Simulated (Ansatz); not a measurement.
One geometry of C4H7NO, SMILES `CN/C=C/C=O`, several functionals.

```yaml
crystal:
  periodic: [false, false, false]
  atoms:
    - {symbol: C, position_ang: [0.604796, -2.176123, 0.105591]}
    - {symbol: N, position_ang: [0.830776, -0.756477, 0.165751]}
    - {symbol: C, position_ang: [-0.115872, 0.160864, -0.093303]}
    - {symbol: C, position_ang: [-0.038467, 1.496218, 0.106169]}
    - {symbol: C, position_ang: [-1.148525, 2.328910, -0.272107]}
    - {symbol: O, position_ang: [-1.209562, 3.533018, -0.147341]}
    - {symbol: H, position_ang: [-0.202339, -2.381690, -0.598589]}
    - {symbol: H, position_ang: [0.327968, -2.600503, 1.077616]}
    - {symbol: H, position_ang: [1.499570, -2.687895, -0.253724]}
    - {symbol: H, position_ang: [1.669479, -0.439887, 0.623421]}
    - {symbol: H, position_ang: [-1.026573, -0.246482, -0.529281]}
    - {symbol: H, position_ang: [0.835764, 1.968060, 0.543293]}
    - {symbol: H, position_ang: [-2.006614, 1.767285, -0.712697]}
basis:
  gaussian: {orbitals: def2-TZVPP}
hamiltonian: {xc: {name: r2SCANh}, dispersion: d4}
output: {orbitals: {seedname: orbitals}}
```

```sh
$ ansatz run in.yaml --threads 4 --pin off --events-out ev --progress --plain --max-ram 10444MiB
```

Output, abridged:

```
Functional definition: r2SCANh
1439 factors; their error is unknown
mean field evaluation 1: about -7786.3369 eV, gradient 7.0e1 eV
mean field evaluation 2: about -7779.8789 eV, gradient 9.0e1 eV
mean field evaluation 4: about -7796.6936 eV, gradient 5.4e0 eV
mean field evaluation 8: about -7796.7648 eV, gradient 4.2e-1 eV
mean field evaluation 16: about -7796.7483 eV, gradient 5.1e-4 eV
mean field -7796.74827471 eV, -286.5252142699 hartree, gradient 3.0e-5 eV, S^2 0.000000; 0 other end points of the search recorded, 0 dependent functions left out
reference -7796.74828605 eV, -286.5252146865 hartree; 23, 23 occupied and 261, 261 virtual orbitals, 1439 factors
Total energy: -7796.81127353 eV, -286.5275294336 hartree
```

Run time 6 s (4 threads of an Arm Neoverse V1 on a shared host); peak host memory 0.7 GiB.

With the line `hamiltonian: {xc: {name: LC-wPBE}}` (abridged; 3.1 s):

```
Functional definition: LC-wPBE
mean field evaluation 16: about -7796.3855 eV, gradient 3.9e-4 eV
mean field -7796.38548520 eV, -286.5118820014 hartree, gradient 2.6e-5 eV, S^2 0.000000
Total energy: -7796.38548521 eV, -286.5118820017 hartree
```

The same input with `hamiltonian: {xc: {name: B97M-V}}` (abridged; 11 s):

```
Functional definition: B97M-V
mean field evaluation 16: about -7800.8664 eV, gradient 1.3e-3 eV
mean field -7800.86643040 eV, -286.6765536998 hartree, gradient 2.9e-5 eV, S^2 0.000000
Total energy: -7800.86649215 eV, -286.6765559693 hartree
```

The same input with `hamiltonian: {xc: {name: CAM-B3LYP}, dispersion: d4}` (abridged; 4.1 s):

```
Functional definition: CAM-B3LYP
mean field evaluation 16: about -7797.8588 eV, gradient 3.3e-4 eV
mean field -7797.85884013 eV, -286.5660267961 hartree, gradient 3.5e-5 eV, S^2 0.000000
Total energy: -7798.05024474 eV, -286.5730607861 hartree
```

With the line `hamiltonian: {xc: {name: B3LYP}, dispersion: d4}` and forces (abridged; 6 s):

```
Functional definition: B3LYP
mean field evaluation 16: about -7801.8582 eV, gradient 5.8e-4 eV
mean field -7801.85819184 eV, -286.7130002608 hartree, gradient 6.7e-6 eV, S^2 0.000000
Total energy: -7802.22308455 eV, -286.7264098206 hartree
Atom 0 force    -0.032865    -0.320346    -0.028358 eV/Å
Atom 1 force     0.198549     0.087644     0.060526 eV/Å
Atom 2 force    -0.214441     0.044777    -0.087558 eV/Å
Atom 3 force     0.077121     0.049448     0.041884 eV/Å
Atom 4 force    -0.078775    -0.244889    -0.063029 eV/Å
Atom 5 force    -0.030612     0.337267     0.028362 eV/Å
Atom 6 force     0.041919    -0.003768     0.040961 eV/Å
Atom 7 force     0.011543     0.005263    -0.046481 eV/Å
Atom 8 force    -0.045438     0.013497     0.026154 eV/Å
Atom 9 force     0.016313    -0.003339     0.000280 eV/Å
Atom 10 force     0.076349     0.030044     0.035665 eV/Å
Atom 11 force    -0.051793    -0.032028    -0.026381 eV/Å
Atom 12 force     0.032130     0.036430     0.017975 eV/Å
Dipole moment:     0.479523    -1.348221     0.089504 e Å
```

Changing it to `hamiltonian: {xc: pbe0, dispersion: d4}` (abridged; 3.5 s):

```
Functional definition: PBE0
mean field evaluation 16: about -7792.4948 eV, gradient 6.5e-4 eV
mean field -7792.49475663 eV, -286.3689003635 hartree, gradient 6.8e-5 eV, S^2 0.000000
Total energy: -7792.68717272 eV, -286.3759715244 hartree
```

B3LYP takes the VWN-RPA correlation (the form of Gaussian; ORCA's B3LYP/G).
